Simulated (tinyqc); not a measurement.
UHF in the sto-3g basis, for NH3+, spin multiplicity 2, step by step (part 1 of 3). This run ends on a higher stationary point, not on the lowest solution. Computed by tinyqc, a small Python program that keeps every step (integrals from PySCF). Settings: charge = 1, multiplicity = 2, basis = sto-3g, energy threshold = 1e-09, iteration cap = 79, orthogonalisation = canonical, start = random, DIIS depth = 8, DIIS from iteration = 2, method = UHF. Command: `OMP_NUM_THREADS=1 python tinyqc.py 26275 26276 out.jsonl` (the two numbers bound the seeds that draw the settings). One thread of a shared host (Intel(R) Xeon(R) Processor @ 2.60GHz), about 0.1 s of CPU time with the checks. Later iterations appear only in the table of the cycle.

## One-electron integrals

Geometry (angstrom):
```
atom         x         y        z
N      0.00000   0.00000  0.08700
H      0.99500   0.00000  0.00000
H     -0.49700   0.86100  0.00000
H     -0.49700  -0.86100  0.00000
```

Basis sto-3g: exponents (1/bohr^2) and contraction coefficients of normalised primitives:
```
element  l (shell)  exponent  coefficient
N            s (1)  99.10617      0.15433
N            s (1)  18.05231      0.53533
N            s (1)   4.88566      0.44463
N            s (2)   3.78046     -0.09997
N            s (2)   0.87850      0.39951
N            s (2)   0.28571      0.70012
N            p (3)   3.78046      0.15592
N            p (3)   0.87850      0.60768
N            p (3)   0.28571      0.39196
H            s (1)   3.42525      0.15433
H            s (1)   0.62391      0.53533
H            s (1)   0.16886      0.44463
```

Overlap, kinetic and nuclear-attraction integrals over the contracted functions; the nuclear repulsion is the sum of Za Zb / Rab.

nuclear repulsion = 12.0541176 hartree

overlap S, lower triangle:
```
          1N 1s    1N 2s    1N 2px    1N 2py    1N 2pz    2H 1s    3H 1s    4H 1s
1N 1s   1.00000
1N 2s   0.23504  1.00000
1N 2px  0.00000  0.00000   1.00000
1N 2py  0.00000  0.00000   0.00000   1.00000
1N 2pz  0.00000  0.00000   0.00000   0.00000   1.00000
2H 1s   0.06026  0.50315   0.44251   0.00000  -0.03869  1.00000
3H 1s   0.06039  0.50368  -0.22136   0.38349  -0.03875  0.18484  1.00000
4H 1s   0.06039  0.50368  -0.22136  -0.38349  -0.03875  0.18484  0.18501  1.00000
```

kinetic energy T (hartree), lower triangle:
```
           1N 1s    1N 2s    1N 2px    1N 2py    1N 2pz     2H 1s     3H 1s    4H 1s
1N 1s   21.99075
1N 2s   -0.12842  0.60699
1N 2px   0.00000  0.00000   1.89936
1N 2py   0.00000  0.00000   0.00000   1.89936
1N 2pz   0.00000  0.00000   0.00000   0.00000   1.89936
2H 1s   -0.00538  0.12837   0.29236   0.00000  -0.02556   0.76003
3H 1s   -0.00533  0.12872  -0.14646   0.25373  -0.02564  -0.00356   0.76003
4H 1s   -0.00533  0.12872  -0.14646  -0.25373  -0.02564  -0.00356  -0.00354  0.76003
```

nuclear attraction V (hartree), lower triangle:
```
            1N 1s     1N 2s    1N 2px    1N 2py    1N 2pz     2H 1s     3H 1s     4H 1s
1N 1s   -47.77631
1N 2s    -5.80674  -8.41768
1N 2px    0.00003   0.00021  -8.42762
1N 2py    0.00000   0.00000   0.00000  -8.42789
1N 2pz    0.00426   0.04852  -0.00003   0.00000  -8.23114
2H 1s    -1.52754  -3.51865  -2.82113   0.00000   0.25998  -5.43428
3H 1s    -1.53066  -3.52336   1.41179  -2.44571   0.26045  -1.12761  -5.43706
4H 1s    -1.53066  -3.52336   1.41179   2.44571   0.26045  -1.12761  -1.12893  -5.43706
```

core Hamiltonian H = T + V (hartree), lower triangle:
```
            1N 1s     1N 2s    1N 2px    1N 2py    1N 2pz     2H 1s     3H 1s     4H 1s
1N 1s   -25.78556
1N 2s    -5.93515  -7.81069
1N 2px    0.00003   0.00021  -6.52826
1N 2py    0.00000   0.00000   0.00000  -6.52853
1N 2pz    0.00426   0.04852  -0.00003   0.00000  -6.33178
2H 1s    -1.53292  -3.39028  -2.52878   0.00000   0.23442  -4.67424
3H 1s    -1.53599  -3.39464   1.26533  -2.19199   0.23481  -1.13117  -4.67703
4H 1s    -1.53599  -3.39464   1.26533   2.19199   0.23481  -1.13117  -1.13246  -4.67703
```

## Two-electron integrals

Functions are numbered as in S; the eight-fold symmetry (ij|kl) = (ji|kl) = (kl|ij) leaves the list below.

Two-electron integrals (ij|kl) in chemists' order, unique and non-zero (hartree):
```
(11|11) 4.16663     (21|11) 0.64085     (21|21) 0.11746     (22|11) 0.96986
(22|21) 0.22094     (22|22) 0.70825     (31|31) 0.02096     (32|31) 0.03245
(32|32) 0.15645     (33|11) 0.96712     (33|21) 0.22098     (33|22) 0.70809
(33|33) 0.76280     (41|41) 0.02096     (42|41) 0.03245     (42|42) 0.15645
(43|43) 0.04112     (44|11) 0.96712     (44|21) 0.22098     (44|22) 0.70809
(44|33) 0.68057     (44|44) 0.76280     (51|51) 0.02096     (52|51) 0.03245
(52|52) 0.15645     (53|53) 0.04112     (54|54) 0.04112     (55|11) 0.96712
(55|21) 0.22098     (55|22) 0.70809     (55|33) 0.68057     (55|44) 0.68057
(55|55) 0.76280     (61|11) 0.16675     (61|21) 0.03031     (61|22) 0.05663
(61|31) 0.00159     (61|32) 0.00297     (61|33) 0.05692     (61|44) 0.05649
(61|51) -0.00014    (61|52) -0.00026    (61|53) -3.73e-05   (61|55) 0.05649
(61|61) 0.00795     (62|11) 0.38233     (62|21) 0.08807     (62|22) 0.30895
(62|31) 0.00733     (62|32) 0.05421     (62|33) 0.32074     (62|44) 0.30284
(62|51) -0.00064    (62|52) -0.00474    (62|53) -0.00156    (62|55) 0.30298
(62|61) 0.02332     (62|62) 0.16760     (63|11) 0.29063     (63|21) 0.06783
(63|22) 0.25333     (63|31) 0.01421     (63|32) 0.09448     (63|33) 0.27745
(63|44) 0.24108     (63|51) -0.00043    (63|52) -0.00367    (63|53) -0.00221
(63|55) 0.24119     (63|61) 0.01881     (63|62) 0.16514     (63|63) 0.18324
(64|41) 0.00925     (64|42) 0.05250     (64|43) 0.01112     (64|54) -0.00097
(64|64) 0.02297     (65|11) -0.02541    (65|21) -0.00593    (65|22) -0.02215
(65|31) -0.00043    (65|32) -0.00367    (65|33) -0.02232    (65|44) -0.02108
(65|51) 0.00929     (65|52) 0.05282     (65|53) 0.01123     (65|55) -0.02303
(65|61) -0.00164    (65|62) -0.01444    (65|63) -0.01401    (65|65) 0.02419
(66|11) 0.51264     (66|21) 0.11999     (66|22) 0.47845     (66|31) 0.01335
(66|32) 0.13200     (66|33) 0.52273     (66|44) 0.45578     (66|51) -0.00117
(66|52) -0.01154    (66|53) -0.00585    (66|55) 0.45629     (66|61) 0.03218
(66|62) 0.31953     (66|63) 0.35374     (66|65) -0.03093    (66|66) 0.77461
(71|11) 0.16709     (71|21) 0.03037     (71|22) 0.05675     (71|31) -0.00080
(71|32) -0.00149    (71|33) 0.05671     (71|41) 0.00138     (71|42) 0.00257
(71|43) -0.00019    (71|44) 0.05692     (71|51) -0.00014    (71|52) -0.00026
(71|53) 1.87e-05    (71|54) -3.24e-05   (71|55) 0.05661     (71|61) 0.00778
(71|62) 0.02227     (71|63) 0.01675     (71|64) 0.00071     (71|65) -0.00157
(71|66) 0.03017     (71|71) 0.00798     (72|11) 0.38286     (72|21) 0.08819
(72|22) 0.30934     (72|31) -0.00367    (72|32) -0.02713    (72|33) 0.30770
(72|41) 0.00635     (72|42) 0.04700     (72|43) -0.00775    (72|44) 0.31666
(72|51) -0.00064    (72|52) -0.00475    (72|53) 0.00078     (72|54) -0.00136
(72|55) 0.30337     (72|61) 0.02226     (72|62) 0.12822     (72|63) 0.09711
(72|64) 0.01473     (72|65) -0.01072    (72|66) 0.19596     (72|71) 0.02340
(72|72) 0.16798     (73|11) -0.14544    (73|21) -0.03394    (73|22) -0.12676
(73|31) 0.01051     (73|32) 0.06308     (73|33) -0.13352    (73|41) -0.00215
(73|42) -0.01819    (73|43) 0.01270     (73|44) -0.12593    (73|51) 0.00022
(73|52) 0.00184     (73|53) -0.00128    (73|54) 0.00054     (73|55) -0.12068
(73|61) -0.00775    (73|62) -0.03576    (73|63) -0.01114    (73|64) -0.00315
(73|65) 0.00291     (73|66) -0.04064    (73|71) -0.00943    (73|72) -0.08272
(73|73) 0.06315     (74|11) 0.25195     (74|21) 0.05880     (74|22) 0.21960
(74|31) -0.00215    (74|32) -0.01819    (74|33) 0.21204     (74|41) 0.01299
(74|42) 0.08409     (74|43) -0.01087    (74|44) 0.23745     (74|51) -0.00038
(74|52) -0.00318    (74|53) 0.00054     (74|54) -0.00190    (74|55) 0.20907
(74|61) 0.01484     (74|62) 0.09144     (74|63) 0.06858     (74|64) 0.02661
(74|65) -0.00749    (74|66) 0.14013     (74|71) 0.01634     (74|72) 0.14330
(74|73) -0.06950    (74|74) 0.14343     (75|11) -0.02546    (75|21) -0.00594
(75|22) -0.02219    (75|31) 0.00022     (75|32) 0.00184     (75|33) -0.02143
(75|41) -0.00038    (75|42) -0.00318    (75|43) 0.00054     (75|44) -0.02204
(75|51) 0.00930     (75|52) 0.05290     (75|53) -0.00562    (75|54) 0.00973
(75|55) -0.02307    (75|61) -0.00157    (75|62) -0.01073    (75|63) -0.00795
(75|64) -0.00122    (75|65) 0.01761     (75|66) -0.01768    (75|71) -0.00165
(75|72) -0.01448    (75|73) 0.00702     (75|74) -0.01217    (75|75) 0.02426
(76|11) 0.11959     (76|21) 0.02767     (76|22) 0.10172     (76|31) 0.00096
(76|32) 0.00775     (76|33) 0.10251     (76|41) 0.00166     (76|42) 0.01341
(76|43) 0.00043     (76|44) 0.10300     (76|51) -0.00033    (76|52) -0.00271
(76|53) -0.00033    (76|54) -0.00058    (76|55) 0.09955     (76|61) 0.00719
(76|62) 0.05103     (76|63) 0.04654     (76|64) 0.00535     (76|65) -0.00488
(76|66) 0.09318     (76|71) 0.00721     (76|72) 0.05108     (76|73) -0.01863
(76|74) 0.04301     (76|75) -0.00489    (76|76) 0.01851     (77|11) 0.51302
(77|21) 0.12007     (77|22) 0.47872     (77|31) -0.00668    (77|32) -0.06603
(77|33) 0.47278     (77|41) 0.01158     (77|42) 0.11439     (77|43) -0.02900
(77|44) 0.50628     (77|51) -0.00117    (77|52) -0.01156    (77|53) 0.00293
(77|54) -0.00508    (77|55) 0.45655     (77|61) 0.03013     (77|62) 0.19581
(77|63) 0.14164     (77|64) 0.03483     (77|65) -0.01766    (77|66) 0.30436
(77|71) 0.03227     (77|72) 0.31996     (77|73) -0.17702    (77|74) 0.30667
(77|75) -0.03099    (77|76) 0.09318     (77|77) 0.77461     (81|11) 0.16709
(81|21) 0.03037     (81|22) 0.05675     (81|31) -0.00080    (81|32) -0.00149
(81|33) 0.05671     (81|41) -0.00138    (81|42) -0.00257    (81|43) 0.00019
(81|44) 0.05692     (81|51) -0.00014    (81|52) -0.00026    (81|53) 1.87e-05
(81|54) 3.24e-05    (81|55) 0.05661     (81|61) 0.00778     (81|62) 0.02227
(81|63) 0.01675     (81|64) -0.00071    (81|65) -0.00157    (81|66) 0.03017
(81|71) 0.00779     (81|72) 0.02230     (81|73) -0.00900    (81|74) 0.01416
(81|75) -0.00157    (81|76) 0.00693     (81|77) 0.03019     (81|81) 0.00798
(82|11) 0.38286     (82|21) 0.08819     (82|22) 0.30934     (82|31) -0.00367
(82|32) -0.02713    (82|33) 0.30770     (82|41) -0.00635    (82|42) -0.04700
(82|43) 0.00775     (82|44) 0.31666     (82|51) -0.00064    (82|52) -0.00475
(82|53) 0.00078     (82|54) 0.00136     (82|55) 0.30337     (82|61) 0.02226
(82|62) 0.12822     (82|63) 0.09711     (82|64) -0.01473    (82|65) -0.01072
(82|66) 0.19596     (82|71) 0.02230     (82|72) 0.12838     (82|73) -0.06136
(82|74) 0.07680     (82|75) -0.01074    (82|76) 0.04072     (82|77) 0.19605
(82|81) 0.02340     (82|82) 0.16798     (83|11) -0.14544    (83|21) -0.03394
(83|22) -0.12676    (83|31) 0.01051     (83|32) 0.06308     (83|33) -0.13352
(83|41) 0.00215     (83|42) 0.01819     (83|43) -0.01270    (83|44) -0.12593
(83|51) 0.00022     (83|52) 0.00184     (83|53) -0.00128    (83|54) -0.00054
(83|55) -0.12068    (83|61) -0.00775    (83|62) -0.03576    (83|63) -0.01114
(83|64) 0.00315     (83|65) 0.00291     (83|66) -0.04064    (83|71) -0.00900
(83|72) -0.06136    (83|73) 0.04554     (83|74) -0.03589    (83|75) 0.00504
(83|76) -0.01460    (83|77) -0.10105    (83|81) -0.00943    (83|82) -0.08272
(83|83) 0.06315     (84|11) -0.25195    (84|21) -0.05880    (84|22) -0.21960
(84|31) 0.00215     (84|32) 0.01819     (84|33) -0.21204    (84|41) 0.01299
(84|42) 0.08409     (84|43) -0.01087    (84|44) -0.23745    (84|51) 0.00038
(84|52) 0.00318     (84|53) -0.00054    (84|54) -0.00190    (84|55) -0.20907
(84|61) -0.01484    (84|62) -0.09144    (84|63) -0.06858    (84|64) 0.02661
(84|65) 0.00749     (84|66) -0.14013    (84|71) -0.01416    (84|72) -0.07680
(84|73) 0.03589     (84|74) -0.03005    (84|75) 0.00628     (84|76) -0.02529
(84|77) -0.10532    (84|81) -0.01634    (84|82) -0.14330    (84|83) 0.06950
(84|84) 0.14343     (85|11) -0.02546    (85|21) -0.00594    (85|22) -0.02219
(85|31) 0.00022     (85|32) 0.00184     (85|33) -0.02143    (85|41) 0.00038
(85|42) 0.00318     (85|43) -0.00054    (85|44) -0.02204    (85|51) 0.00930
(85|52) 0.05290     (85|53) -0.00562    (85|54) -0.00973    (85|55) -0.02307
(85|61) -0.00157    (85|62) -0.01073    (85|63) -0.00795    (85|64) 0.00122
(85|65) 0.01761     (85|66) -0.01768    (85|71) -0.00157    (85|72) -0.01074
(85|73) 0.00504     (85|74) -0.00628    (85|75) 0.01763     (85|76) -0.00378
(85|77) -0.01769    (85|81) -0.00165    (85|82) -0.01448    (85|83) 0.00702
(85|84) 0.01217     (85|85) 0.02426     (86|11) 0.11959     (86|21) 0.02767
(86|22) 0.10172     (86|31) 0.00096     (86|32) 0.00775     (86|33) 0.10251
(86|41) -0.00166    (86|42) -0.01341    (86|43) -0.00043    (86|44) 0.10300
(86|51) -0.00033    (86|52) -0.00271    (86|53) -0.00033    (86|54) 0.00058
(86|55) 0.09955     (86|61) 0.00719     (86|62) 0.05103     (86|63) 0.04654
(86|64) -0.00535    (86|65) -0.00488    (86|66) 0.09318     (86|71) 0.00693
(86|72) 0.04072     (86|73) -0.01460    (86|74) 0.02529     (86|75) -0.00378
(86|76) 0.01518     (86|77) 0.06179     (86|81) 0.00721     (86|82) 0.05108
(86|83) -0.01863    (86|84) -0.04301    (86|85) -0.00489    (86|86) 0.01851
(87|11) 0.11974     (87|21) 0.02770     (87|22) 0.10183     (87|31) -0.00191
(87|32) -0.01550    (87|33) 0.10336     (87|44) 0.10237     (87|51) -0.00034
(87|52) -0.00271    (87|53) 0.00067     (87|55) 0.09966     (87|61) 0.00692
(87|62) 0.04072     (87|63) 0.02922     (87|65) -0.00378    (87|66) 0.06183
(87|71) 0.00721     (87|72) 0.05114     (87|73) -0.02795    (87|74) 0.03769
(87|75) -0.00489    (87|76) 0.01519     (87|77) 0.09328     (87|81) 0.00721
(87|82) 0.05114     (87|83) -0.02795    (87|84) -0.03769    (87|85) -0.00489
(87|86) 0.01519     (87|87) 0.01855     (88|11) 0.51302     (88|21) 0.12007
(88|22) 0.47872     (88|31) -0.00668    (88|32) -0.06603    (88|33) 0.47278
(88|41) -0.01158    (88|42) -0.11439    (88|43) 0.02900     (88|44) 0.50628
(88|51) -0.00117    (88|52) -0.01156    (88|53) 0.00293     (88|54) 0.00508
(88|55) 0.45655     (88|61) 0.03013     (88|62) 0.19581     (88|63) 0.14164
(88|64) -0.03483    (88|65) -0.01766    (88|66) 0.30436     (88|71) 0.03019
(88|72) 0.19605     (88|73) -0.10105    (88|74) 0.10532     (88|75) -0.01769
(88|76) 0.06179     (88|77) 0.30447     (88|81) 0.03227     (88|82) 0.31996
(88|83) -0.17702    (88|84) -0.30667    (88|85) -0.03099    (88|86) 0.09318
(88|87) 0.09328     (88|88) 0.77461
```

## Orthogonalisation

S = U s U^T; canonical form X = U s^(-1/2), so that X^T S X = 1. Each column of U has its largest component positive (the first on a tie).

eigenvalues of S: 0.27157  0.35733  0.35774  0.96407  1.00844  1.45748  1.45766  2.12571

X:
```
               1         2         3         4         5         6         7         8
1N 1s   -0.31464   0.00000  -0.00107   0.88523   0.41949   0.00005   0.00000   0.13748
1N 2s    1.49137   0.00000   0.00379  -0.02976   0.06506   0.00017   0.00000   0.42880
1N 2px  -0.00357   0.00000   1.07833   0.00012   0.00002   0.63301   0.00000  -0.00018
1N 2py   0.00000   1.07889   0.00000   0.00000   0.00000   0.00000   0.63300   0.00000
1N 2pz  -0.10691   0.00000  -0.00023  -0.44318   0.89375   0.00001   0.00000  -0.03078
2H 1s   -0.66653   0.00000  -1.04503  -0.13709  -0.06493   0.43641   0.00000   0.29796
3H 1s   -0.67209  -0.90403   0.51980  -0.13701  -0.06490  -0.21791   0.37772   0.29828
4H 1s   -0.67209   0.90403   0.51980  -0.13701  -0.06490  -0.21791  -0.37772   0.29828
```

## Starting guess

The start is random orthonormal orbitals; D(s) = C_occ C_occ^T for each spin.

D(alpha) at the start, lower triangle:
```
           1N 1s     1N 2s    1N 2px    1N 2py    1N 2pz    2H 1s    3H 1s    4H 1s
1N 1s    0.88188
1N 2s   -0.41673   2.30654
1N 2px  -0.33354  -0.09085   0.69104
1N 2py   0.06533  -0.24704  -0.20117   0.88737
1N 2pz   0.01240  -0.08614   0.28802   0.18251   0.69724
2H 1s    0.02877  -0.84764  -0.66552   0.23976  -0.26342  1.46141
3H 1s   -0.01026  -0.53293   0.19365  -0.04396   0.33622  0.13306  0.33099
4H 1s    0.22370  -1.12298   0.17119  -0.04785   0.40730  0.35105  0.49816  0.85276
```

D(beta) at the start, lower triangle:
```
           1N 1s     1N 2s    1N 2px    1N 2py    1N 2pz    2H 1s    3H 1s    4H 1s
1N 1s    0.45996
1N 2s    0.05890   1.77037
1N 2px   0.03979  -0.51171   0.36069
1N 2py  -0.27827   0.14031   0.10287   0.60753
1N 2pz  -0.04537  -0.02101   0.33915   0.13545   0.68932
2H 1s   -0.44310  -0.31570  -0.24798  -0.14453  -0.32804  0.93367
3H 1s   -0.06741  -0.46850   0.24422  -0.09050   0.32840  0.06913  0.32325
4H 1s   -0.00339  -0.86698   0.37214  -0.23280   0.37620  0.09706  0.46740  0.73052
```

## Iteration 1: building the Fock matrix

J_ij = sum D_kl (ij|kl) with D = D(alpha) + D(beta), K_ij = sum D_kl (ik|jl) for each spin; F = H + J - K(s); E = tr D H + tr D J / 2 - 0.5 sum_s tr D(s) K(s) + E_nn.

Coulomb J (hartree), lower triangle:
```
           1N 1s     1N 2s    1N 2px    1N 2py    1N 2pz    2H 1s    3H 1s    4H 1s
1N 1s   11.59573
1N 2s    2.25877   6.07612
1N 2px  -0.03832  -0.07025   6.07169
1N 2py  -0.02416  -0.12393   0.01177   6.09546
1N 2pz   0.00764   0.04175   0.01608   0.02745   6.04706
2H 1s    0.57869   2.66843   2.19869  -0.04100  -0.17731  4.38801
3H 1s    0.58307   2.60866  -1.07910   1.80405  -0.16541  0.86649  4.01344
4H 1s    0.58674   2.71960  -1.13750  -1.99026  -0.18724  0.89656  0.87829  4.41039
```

exchange K(alpha) (hartree), lower triangle:
```
           1N 1s     1N 2s    1N 2px    1N 2py    1N 2pz    2H 1s    3H 1s    4H 1s
1N 1s    3.42149
1N 2s    0.52933   1.00323
1N 2px  -0.38755  -0.20064   0.49057
1N 2py  -0.02371  -0.10473  -0.06564   0.90085
1N 2pz   0.02437   0.11074   0.04612   0.11776   0.74636
2H 1s    0.00137   0.38775   0.11134  -0.02939  -0.03678  0.61552
3H 1s    0.16567   0.40624  -0.15192   0.21652   0.12522  0.17169  0.34812
4H 1s    0.21440   0.45122  -0.14117  -0.37921   0.06138  0.18998  0.14146  0.58636
```

exchange K(beta) (hartree), lower triangle:
```
           1N 1s     1N 2s    1N 2px    1N 2py    1N 2pz    2H 1s    3H 1s    4H 1s
1N 1s    1.98722
1N 2s    0.42228   0.92698
1N 2px  -0.16004  -0.20922   0.35424
1N 2py  -0.27004  -0.08588   0.06548   0.72923
1N 2pz  -0.00699   0.11241   0.06115   0.10080   0.71524
2H 1s   -0.05021   0.36282   0.11105  -0.04588  -0.03726  0.54074
3H 1s    0.03835   0.37386  -0.09087   0.14791   0.11838  0.14928  0.28179
4H 1s    0.17862   0.42520  -0.13459  -0.37413   0.06182  0.17979  0.12620  0.56290
```

F(alpha) (hartree), lower triangle:
```
            1N 1s     1N 2s    1N 2px    1N 2py    1N 2pz     2H 1s     3H 1s     4H 1s
1N 1s   -17.61132
1N 2s    -4.20571  -2.73780
1N 2px    0.34925   0.13059  -0.94714
1N 2py   -0.00046  -0.01920   0.07741  -1.33391
1N 2pz   -0.01247  -0.02046  -0.03007  -0.09031  -1.03109
2H 1s    -0.95560  -1.10960  -0.44143  -0.01161   0.09389  -0.90175
3H 1s    -1.11859  -1.19221   0.33815  -0.60446  -0.05582  -0.43637  -1.01170
4H 1s    -1.16365  -1.12626   0.26900   0.58094  -0.01381  -0.42459  -0.39564  -0.85299
```

F(beta) (hartree), lower triangle:
```
            1N 1s     1N 2s    1N 2px    1N 2py    1N 2pz     2H 1s     3H 1s     4H 1s
1N 1s   -16.17705
1N 2s    -4.09867  -2.66155
1N 2px    0.12174   0.13918  -0.81081
1N 2py    0.24587  -0.03805  -0.05371  -1.16229
1N 2pz    0.01889  -0.02213  -0.04510  -0.07334  -0.99996
2H 1s    -0.90402  -1.08467  -0.44113   0.00488   0.09436  -0.82697
3H 1s    -0.99128  -1.15984   0.27711  -0.53585  -0.04898  -0.41396  -0.94538
4H 1s    -1.12786  -1.10024   0.26242   0.57586  -0.01425  -0.41440  -0.38038  -0.82954
```

total energy of this density = -41.7275507 hartree
